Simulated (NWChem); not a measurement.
**BH3SO (SMILES OBS): OLYP/def2-SVPD (density fitting with weigend coulomb fitting)**

Aim: the energy difference between two shapes of BH3SO at OLYP/def2-SVPD (density fitting with weigend coulomb fitting), from 2 runs. 

The calculation is run with NWChem 7.3.0.

6 further runs of the same task are left out: 1 that didn't finish, 5 set aside as unsound or not needed.

### 1 The molecule

BH3SO has 6 atoms, charge 0, and is taken as a singlet. SMILES: `OBS`. Geometry: relaxed at PBE0-D4/def2-TZVP. This is one conformer, not always the lowest.

Bond lengths: O1–B2 1.351 Å, B2–S3 1.813 Å, O1–H4 0.961 Å, B2–H5 1.193 Å, S3–H6 1.340 Å. Angles: O1–B2–S3 121.4°, O1–B2–H5 118.0°, S3–B2–H5 120.6°, B2–O1–H4 115.3°, B2–S3–H6 96.0°.

### 2 A single-point energy at OLYP/def2-SVPD (density fitting with weigend coulomb fitting)

geom.xyz reads:

```xyz
6
BH3OS OLYP
O     -1.104400    -0.090400    -1.001800
B      0.054600     0.169700    -0.358100
S      0.336900    -0.392500     1.342100
H     -1.753100    -0.587100    -0.495400
H      0.894300     0.783600    -0.941900
H      1.571700     0.116600     1.455100
```

geom.nw reads:

```
start geom
title "BH3OS OLYP"
memory 2200 mb

geometry noautosym nocenter noautoz
 load format xyz geom.xyz
end

basis spherical bse
 * library def2-SVPD
end

basis "cd basis" spherical
 * library "weigend coulomb fitting"
end

dft
 xc optx lyp
 mult 1
 grid fine
 convergence energy 1e-05
 mulliken
end

task dft energy
```

Run with:

```bash
$ nwchem geom.nw > geom.out
```

Log:

```text
[...]
          Wavefunction type:  closed shell.
          No. of atoms     :     6
          No. of electrons :    32
[...]
          Charge           :     0
          Spin multiplicity:     1
[...]
          AO basis - number of functions:    94
[...]
              XC Information
              --------------
                        Slater Exchange Functional  1.052 local
                      OPTX     Exchange Functional  1.432 non-local
              Lee-Yang-Parr Correlation Functional  1.000
[...]
 d= 0,ls=0.0,diis     1   -499.8697671630 -5.89D+02  1.68D-02  5.11D-01     0.7
[...]
 d= 0,ls=0.0,diis     9   -499.9359451821 -8.20D-07  1.83D-06  2.75D-08     3.1
         Total DFT energy =     -499.935945182109
      One electron energy =     -864.455515522146
           Coulomb energy =      315.194126432080
    Exchange-Corr. energy =      -39.443431001663
 Nuclear repulsion energy =       88.768874909621
[...]
      Total Density - Mulliken Population Analysis
     ---------------------------------------------
    Atom       Charge   Shell Charges
 -----------   ------   -------------------------------------------------------
    1 O    8     8.40   1.99  1.10  0.57  0.23  2.90  1.47  0.13  0.01 -0.00
    2 B    5     4.85   1.98  0.89  0.05 -0.08  1.60  0.26  0.12  0.02
    3 S   16    16.63   2.00  1.98  1.27  0.59  0.04  5.93  1.85  2.62  0.24  0.05  0.06
    4 H    1     0.84   0.73  0.02  0.07  0.03
    5 H    1     0.61   0.78 -0.20  0.01  0.01
    6 H    1     0.68   0.72 -0.12  0.03  0.04
[...]
```

Run time: 3.9 s. Hardware: 1 thread of AMD EPYC 9R45 (Zen 5), shared host; peak memory 0.12 GiB.

### 3 The distorted shape, same level

bh3os.xyz reads:

```xyz
6
BH3OS OLYP
O     -1.213180    -0.119155    -0.976335
B      0.059834     0.063727    -0.447659
S      0.513330    -0.557415     1.425753
H     -1.707875    -0.564031    -0.590089
H      0.971683     0.685336    -1.047598
H      1.394379     0.189366     1.508169
```

bh3os.nw reads:

```
start bh3os
title "BH3OS OLYP"
memory stack 880 mb heap 220 mb global 1100 mb

geometry units angstrom noautosym nocenter noautoz
load bh3os.xyz
end

basis spherical bse
* library def2-SVPD
end

basis "cd basis" spherical
* library "weigend coulomb fitting"
end

dft
xc optx lyp
grid fine
convergence energy 1e-05
mulliken
end

task dft energy
```

Run with:

```bash
$ nwchem bh3os.nw > bh3os.out
```

Log:

```text
[...]
          Wavefunction type:  closed shell.
          No. of atoms     :     6
          No. of electrons :    32
[...]
          Charge           :     0
          Spin multiplicity:     1
[...]
          AO basis - number of functions:    94
[...]
              XC Information
              --------------
                        Slater Exchange Functional  1.052 local
                      OPTX     Exchange Functional  1.432 non-local
              Lee-Yang-Parr Correlation Functional  1.000
[...]
 d= 0,ls=0.0,diis     1   -499.7576848574 -5.85D+02  1.72D-02  5.90D-01     0.6
[...]
 d= 0,ls=0.0,diis     9   -499.8365798208 -3.86D-07  2.89D-06  1.31D-07     3.1
         Total DFT energy =     -499.836579820844
      One electron energy =     -857.586033435680
           Coulomb energy =      311.704753877966
    Exchange-Corr. energy =      -39.521392005733
 Nuclear repulsion energy =       85.566091742603
[...]
      Total Density - Mulliken Population Analysis
     ---------------------------------------------
    Atom       Charge   Shell Charges
 -----------   ------   -------------------------------------------------------
    1 O    8     8.12   1.99  1.08  0.44  0.11  2.99  1.36  0.14  0.01 -0.00
    2 B    5     4.76   1.99  0.91  0.07 -0.07  1.44  0.31  0.11  0.02
    3 S   16    16.58   2.00  1.98  1.26  0.54  0.05  5.93  1.86  2.63  0.25  0.04  0.04
    4 H    1     1.11   0.89  0.12  0.09  0.01
    5 H    1     0.65   0.75 -0.10  0.01 -0.00
    6 H    1     0.78   0.82 -0.13  0.05  0.04
[...]
```

Run time: 3.6 s. Hardware: 1 thread of AMD EPYC 9R45 (Zen 5), shared host; peak memory 0.12 GiB.

### 4 Outcome

Level: OLYP/def2-SVPD (density fitting with weigend coulomb fitting).

```
                              quantity          value
             first shape: total energy  -499.93595 Eh
            first shape: dipole moment         0.71 D
              first shape: HOMO energy       -6.64 eV
              first shape: LUMO energy       -1.13 eV
            first shape: HOMO–LUMO gap        5.51 eV
         distorted shape: total energy  -499.83658 Eh
        distorted shape: dipole moment         0.30 D
          distorted shape: HOMO energy       -6.37 eV
          distorted shape: LUMO energy       -1.70 eV
        distorted shape: HOMO–LUMO gap        4.67 eV
energy change with the atoms displaced       2.704 eV
```

In words: With the atoms displaced the energy rises by 2.70 eV (261 kJ/mol). The first shape isn't relaxed at this level, so the change isn't measured from a minimum. Mulliken charges (first shape) run from -0.63 on S3 to +0.39 on H5; in a basis this large or diffuse they mean little.
